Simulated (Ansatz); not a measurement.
CHF$_{2}$N (`N=C(F)F`). Total charge 0; spin multiplicity 1.

```xyz
5

N     0.537   -0.814    0.171
C     0.063    0.298   -0.091
F     0.787    1.319   -0.456
F    -1.202    0.674   -0.059
H    -0.184   -1.476    0.435
```

**Question.** List the harmonic frequencies (cm⁻¹, unscaled) at PBE0-D4/def2-TZVP in Ansatz. (Estimate.)

**Answer.** The calculation gave: 550, 584, 726, 849, 981, 1052, 1344, 1865, 3584.

**Question.** Is this a minimum?

**Answer.** Yes, all 9 modes are real.

**Question.** Give the ideal-gas thermochemistry at 298.15 K and 1 bar (rigid rotor, harmonic oscillator; point group Cs, symmetry number 1).

**Answer.** Zero-point energy 69.0 kJ/mol; H(298) − E = 80.5 kJ/mol; entropy 266.6 J/(mol·K), of which translation 160.9, rotation 98.7, vibration 7.0; G(298) − E = 1.0 kJ/mol.

**Question.** Rotational constants (cm⁻¹)?

**Answer.** 0.3852, 0.3751, 0.19.
